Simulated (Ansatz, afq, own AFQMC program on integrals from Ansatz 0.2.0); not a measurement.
AFQMC on a folder of integrals that Ansatz 0.2.0 wrote.

```yaml
crystal:
  periodic: [false, false, false]
  atoms:
    - {symbol: Si, position_ang: [-0.002716, 0.000000, 0.492711]}
    - {symbol: C, position_ang: [0.023717, -0.000001, -1.396758]}
    - {symbol: H, position_ang: [0.630455, -1.216386, 1.069825]}
    - {symbol: H, position_ang: [0.630650, 1.216284, 1.069826]}
    - {symbol: H, position_ang: [-1.468051, 0.000117, 0.775218]}
basis:
  gaussian: {orbitals: cc-pVTZ}
total_charge: 1
magnetization: {spin_polarized: true, initial_magnetization: 2}
correlation: {method: ccsd_t, electrons: outside_noble_gas, hamiltonian_folder: ham}
```

```sh
$ ansatz run in.yaml --threads 1 --pin off --events-out ev --progress --plain --max-ram 16896MiB --backend cuda --devices 0, --max-vram 18GiB
```

afq runs on the folder ham with

```
--method phaseless --trial hf --walkers 400 --populations 10 --least-time 40 --time-step 0.005 --steps-per-block 20 --equilibration-blocks 112 --max-blocks 4000 --target-error 0.0009500 --factor-cut 1e-05 --start spin_pure --seed 8921 --taylor-order 6
```

Times are imaginary, in 1/Eh. The walk had a cap of 86 s. With eight or more populations the least sampling time is a fifth of least-time, and the error comes from their spread.

Output of the walk:

```
orbitals 100  electrons 6 4  factors 602 of 606
reference energy -328.07458317 Eh
CCSD correlation -0.22476462 Eh in 16 cycles, weight of the determinant in the CISD state 0.8704
energy of the start -328.074675 Eh
 block  time / (1/Eh)  mean weight  energy / Eh
     1     0.100  1.0007  -328.124418
     2     0.200  1.0008  -328.158822
     3     0.300  1.0008  -328.185621
     4     0.400  1.0013  -328.202329
     5     0.500  1.0006  -328.220579
     7     0.700  1.0020  -328.241781
     9     0.900  1.0009  -328.255298
    16     1.600  0.9993  -328.288640
    46     4.600  0.9994  -328.298121
    61     6.100  1.0011  -328.297464
    76     7.600  1.0014  -328.303323
   106    10.600  1.0008  -328.308150
   136    13.600  1.0000  -328.324922
   166    16.600  0.9988  -328.299991
   196    19.600  1.0004  -328.307447
   226    22.600  0.9991  -328.314527
   256    25.600  1.0005  -328.307221
   286    28.600  1.0013  -328.298511
   316    31.600  0.9965  -328.317710
   346    34.600  0.9996  -328.313864
   376    37.600  0.9971  -328.305739
   406    40.600  1.0007  -328.321393
   436    43.600  1.0015  -328.312644
   466    46.600  1.0000  -328.305415
   496    49.600  1.0006  -328.311002
   526    52.600  1.0011  -328.303585
   556    55.600  1.0003  -328.307947
   586    58.600  1.0010  -328.301842
   616    61.600  1.0000  -328.318170
error from the spread of 10 populations
energy -328.309523 +/- 0.000904 Eh
(rows thinned)
```

The run passed its tests (sampling time, drift between the halves within three errors, error under three times the target), which doesn't prove that it has relaxed. The second half of the sampling lies above the first by 2.5 errors of their difference, so the energy may still be moving and its error bar be too small.

Against this walk (error 24.6 meV) on the same determinant: CCSD(T) 69.9 meV higher, a separate phaseless walk with a CISD trial and standard settings 36.3 ± 25.1 meV higher (within the noise). The error is statistical and leaves out the bias of the constraint. None of these is a sure reference here.

Cautions: constraint bias not in the error; lower spins were not checked.

The walk took 71 s on 1 × NVIDIA H100 80GB HBM3 with 2 threads of AMD EPYC 7R13 Processor (Zen 3), with other jobs on the host (the card was shared). The log's last line is the phaseless energy.

A walk keeps the symmetry of its determinant, which the program's search chose and which needn't be the lowest solution, so a lower state of the same spin and another symmetry isn't excluded.
